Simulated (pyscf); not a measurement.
Structures and frequencies: ωB97X-D3(BJ)/def2-SVP in PySCF. Correlated levels are frozen-core, on RHF or UHF. ΔMP2 is the change of the MP2 total energy from the triple- to the quadruple-zeta basis.

**Question.** For the elementary gas-phase step `[OH2]` + `[O]=[CH][SiH3]` -> `[O]=[CH][OH]` + `[SiH4]` (singlet surface; H–O, C–Si broken, C–O, H–Si formed), what barrier and reaction energy does CCSD(T)/def2-TZVPP + ΔMP2(QZVPP) give, measured from the separated reactants?

**Answer.** ΔE‡ = 262.7 kJ/mol, ΔE = -57.7 kJ/mol. Zero-point energy shifts the barrier by -1.7 kJ/mol. It is a four-centre exchange, with an imaginary mode of 1457i cm⁻¹. On the reactant side the descent ends in a complex (not fully relaxed), 22.5 kJ/mol under the separated species and 273.6 kJ/mol under the saddle at ωB97X-D3(BJ)/def2-TZVP. At ωB97X-D3(BJ)/def2-TZVP the barrier from the zero used here is 251.1 kJ/mol. O=CH–SiH₃ lies 41.5 kJ/mol over its isomer H₃C–O–SiH: [singlet] (electronic energy, ωB97M-D3(BJ)/def2-TZVP). One saddle was located; it need not be the lowest between these sides. The CCSD(T) − MP2 part came from Ansatz, without density fitting, on the same reference.
